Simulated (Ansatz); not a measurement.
# Dissociation curves of AlH3Cl− (SMILES [H][Al-]([H])([H])[Cl])

AlH3Cl− has 5 atoms, charge -1, and is taken as a singlet. As SMILES, `[H][Al-]([H])([H])[Cl]`. The shape comes from GFN2-xTB, which is rough for such elements, and wasn't checked as a minimum.

```xyz
5

Al   -0.0024    0.0004   -0.1342
Cl    0.0138   -0.0184    1.9618
H     1.5321    0.0117   -0.6170
H    -0.7754    1.3344   -0.5904
H    -0.7681   -1.3281   -0.6202
```

The Al1–H4 distance is scanned; the parts on either side stay rigid. Basis STO-3G, 10 core orbitals frozen in the correlated methods; program Ansatz 0.2.0. FCI is exact within this basis and core. Energies in eV from each method's value at 1.608 Å; methods without a U are spin-restricted. The set has no diffuse functions, which an anion needs. The shape above is that at 1.608 Å.

```tsv
distance (Å)	PBE0	B3LYP	MP2	BCCD(T)	FCI
1.608	0.00	0.00	0.00	0.00	0.00
2.010	1.38	1.32	1.53	1.42	1.42
2.412	3.18	3.05	3.52	3.27	3.27
3.216	5.78	5.55	6.36	5.63	5.63
4.019	6.84	6.57	7.44	6.06	6.09
```

Departure from the FCI curve at its largest: PBE0 +0.75 eV at 4.02 Å; B3LYP +0.48 eV at 4.02 Å; MP2 +1.35 eV at 4.02 Å; BCCD(T) -0.03 eV at 4.02 Å. For the functionals part of the departure is owed to the small basis.
